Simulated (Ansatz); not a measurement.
```yaml
crystal:
  periodic: [false, false, false]
  atoms:
    - {symbol: Ge, position_ang: [-1.138393, -0.006554, 0.000488]}
    - {symbol: Ge, position_ang: [1.200371, 0.006911, -0.000515]}
    - {symbol: H, position_ang: [-2.239959, 1.139692, -0.001400]}
    - {symbol: H, position_ang: [-2.226686, -1.165408, 0.003316]}
basis:
  gaussian: {orbitals: def2-TZVP}
magnetization: {spin_polarized: true, initial_magnetization: 2}
hamiltonian: {xc: pbe0}
relax: {f_tol: 0.004, max_steps: 80}
```

```sh
$ ansatz run in.yaml --threads 1 --pin off --events-out ev --progress --plain --max-ram 2176MiB
```

Steps of the relaxation (energy above the last step; positions in Å, forces in eV/Å):

```
4
step 1, 107.9 meV
Ge   -1.138   -0.007    0.000   -1.844   -0.011    0.001
Ge    1.200    0.007   -0.001    0.603    0.003    0.000
H    -2.240    1.140   -0.001    0.620    0.006    0.000
H    -2.227   -1.165    0.003    0.620    0.001    0.000
```

```
4
step 2, 52.4 meV
Ge   -1.262   -0.007    0.001   -0.186   -0.001    0.000
Ge    1.131    0.007    0.000    0.095    0.001    0.000
H    -2.145    1.310   -0.002    0.049   -0.614    0.001
H    -2.129   -1.334    0.004    0.042    0.614   -0.001
```

```
4
step 3, 2.0 meV
Ge   -1.229   -0.007    0.001   -0.135   -0.001    0.000
Ge    1.172    0.007   -0.001   -0.025    0.000    0.000
H    -2.181    1.232   -0.002    0.081   -0.148    0.000
H    -2.167   -1.257    0.003    0.079    0.149    0.000
```

```
4
step 5, 0.0 meV
Ge   -1.228   -0.007    0.001   -0.001    0.000    0.000
Ge    1.170    0.007   -0.001    0.000    0.000    0.000
H    -2.180    1.219   -0.002    0.001    0.000    0.000
H    -2.166   -1.244    0.003    0.001    0.000    0.000
```

Close pairs at the end: Ge1–H3 1.552 Å, Ge1–H4 1.552 Å, Ge1–Ge2 2.398 Å.

A stationary point of unrestricted PBE0 after 5 steps, with ⟨S²⟩ = 2.006 against 2.00 for a pure state; no frequencies were run, so it isn't proven a minimum. 38 s on 1 thread of Arm Neoverse V1, shared host.
